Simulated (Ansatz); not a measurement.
Cadmium, hcp: convergence with Gaussian smearing

Computed with Ansatz, LDA, scalar-relativistic PAW, on the relaxed cell (a = 2.882 Å, c = 5.638 Å (c/a = 1.957); spin not included). Errors count from a run at 420 eV on a Γ-centred 21×21×9 mesh with Fermi-Dirac smearing of 0.1 eV, extrapolated to zero width. Fixed here: cutoff 420 eV, mesh 13×13×6. The SCF starts from atomic densities corrected by a trained network.

```tsv
width (eV)	E(σ→0) error (meV/atom)	F error (meV/atom)	P (GPa)	SCF iterations
0.01	-1.9	-1.9	0.05	6
0.03	-1.9	-2.0	0.05	6
0.1	-1.9	-2.2	0.06	6
0.3	-1.4	-6.3	0.08	6
0.6	0.1	-21.6	0.27	6
1.0	5.9	-63.7	0.82	6
```

Task: What does the run at 0.2 give (width)?

Result: E(σ→0) error (meV/atom): -1.4; F error (meV/atom): -3.6; P (GPa): 0.07; SCF iterations: 6.
